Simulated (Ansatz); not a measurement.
A made-up structure of SiNH₂S, doublet:

```xyz
5
angstrom
N -1.1065 -0.4721 -0.1949
Si 1.2091 1.6856 -0.3653
S 0.4110 0.0266 0.3039
H -1.4159 -0.4308 -1.1614
H 0.8635 -0.7433 1.3296
```

It is relaxed with PBE-D4/def2-SVP and then PBE0-D4/def2-TZVP (Ansatz 0.2.0). Atoms count as bonded within 1.22 times the sum of their covalent radii (H–H: 0.88 Å). The end point is not checked to be a true minimum.

Question: Does its bonding change? (A judgement: the text doesn't fix the answer.)

Answer: By the calculation: No: no bond forms or breaks.

Where it ends: The first stage lowers the energy by 0.89 eV in 7 steps. It ends as SiNH₂S ([NH][SH][Si]):
```
5
angstrom
N -1.0092 -0.7767 -0.1935
Si 1.4188 1.7239 -0.3183
S 0.2668 0.0703 0.1807
H -1.4482 -0.3427 -1.0053
H 0.7330 -0.6087 1.2483
```

Labels in which every atom is bracketed show which atoms are joined, not bond orders.

For scale, one of the runs: PBE0-D4/def2-TZVP relaxation, 117 basis functions, launched by `ansatz run in.yaml --threads 2 --pin off --events-out ev --progress --plain --max-ram 4352MiB`. The run took about 22 s on 2 CPU threads of an Arm Neoverse V2 (shared host).
